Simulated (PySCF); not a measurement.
Energies from PySCF, thermal terms from the rigid-rotor harmonic-oscillator model, ideal gas at 1 bar. 'Table' is the NASA 1993 thermochemical table (part measured, part estimated). 6-31G* has spherical d functions here. Open shells (unrestricted): CH3CO (acetyl) (multiplicity 2). The harmonic model lacks anharmonicity and excited electronic states, which grow with temperature; levels with a mode under 35 cm⁻¹ are left out. Internal rotation in CH3CO (acetyl) is treated as a harmonic vibration of one conformer, which makes the entropy rough. The table's entry may be an old estimate for CH3CO (acetyl) (not checked at source).

Harmonic frequencies at HF/6-31G* (cm⁻¹): 100, 508, 926, 1051, 1162, 1519, 1605, 1606, 2143, 3212, 3296, 3301. Point group Cs; S°(298 K) = 268.5 J/mol/K at this level.

Problem. Work out Cp and S° of gaseous CH3CO (acetyl) at 500, 800, 1200, 1600, 2000 K from these, and set them beside the table.

Solution. 
```csv
T (K),Cp HF/6-31G*,Cp table,S° HF/6-31G*,S° table
500,67.3,68.3,298.9,297.6
800,86.5,87.6,335.0,334.2
1200,103.0,102.5,373.4,372.9
1600,112.9,111.5,404.6,403.7
2000,118.9,117.4,430.4,429.3
```
Units J/mol/K.
